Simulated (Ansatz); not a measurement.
# BClH4Si: the cost of one run

Program: Ansatz 0.2.0. Level of theory: RKS PBE0-D4/def2-SVP. These are calculated values, not measurements.

## 1. Starting point

Bond lengths: B1–Si2 1.886 Å, Si2–Cl3 2.083 Å, B1–H4 1.137 Å, B1–H5 1.237 Å, Si2–H6 1.469 Å, Si2–H7 1.480 Å. Angles: B1–Si2–Cl3 109.4°, B1–Si2–H6 110.0°, B1–Si2–H7 109.2°, Cl3–Si2–H6 109.1°, Cl3–Si2–H7 109.0°, H6–Si2–H7 110.0°, Si2–B1–H4 119.5°, Si2–B1–H5 118.3°, H4–B1–H5 113.5°.

As a file:

```xyz
7

B    -1.0436   -0.0445   -0.5063
Si    0.5564   -0.1365    0.4884
Cl    1.7183    1.5462    0.0899
H    -1.3728   -0.9432   -1.1201
H    -1.3583    1.0402   -1.0120
H     0.2531   -0.1826    1.9245
H     1.3082   -1.3477    0.0898
```

## 2. End point A

Input file input.yaml:

```yaml
crystal:
  periodic: [false, false, false]
  atoms:
    - { symbol: B, position_ang: [-1.0436, -0.0445, -0.5063] }
    - { symbol: Si, position_ang: [0.5564, -0.1365, 0.4884] }
    - { symbol: Cl, position_ang: [1.7183, 1.5462, 0.0899] }
    - { symbol: H, position_ang: [-1.3728, -0.9432, -1.1201] }
    - { symbol: H, position_ang: [-1.3583, 1.0402, -1.012] }
    - { symbol: H, position_ang: [0.2531, -0.1826, 1.9245] }
    - { symbol: H, position_ang: [1.3082, -1.3477, 0.0898] }
basis:
  gaussian: { orbitals: def2-SVP }
hamiltonian:
  xc: pbe0
  dispersion: d4
relax:
  f_tol: 0.015
  max_steps: 40
```

On the command line:

```bash
> ansatz run input.yaml --threads 1 --pin off --max-ram 2048MiB --backend cpu --events-out ev --progress --plain --runs-dir out
```

What time and memory should one allow on 1 thread of Intel Xeon 6975P-C (Granite Rapids), shared host?

About 18 s, with a peak of 0.15 GiB.
